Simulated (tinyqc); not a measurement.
Inside a calculation. Method: RHF in the sto-6g basis, for H2O, spin multiplicity 1. One step of it, computed by the program tinyqc.

Question. Iteration 2: DIIS coefficients. Solve [B -1; -1 0][c; lambda] = [0; -1] for the coefficients, which sum to one.

B (overlaps of the stored error matrices):
```
,1,2
1,5.2139326e+00,8.6160794e-01
2,8.6160794e-01,1.5899150e-01
```

Give: DIIS coefficients.

Answer.

DIIS coefficients: -0.1925  1.1925
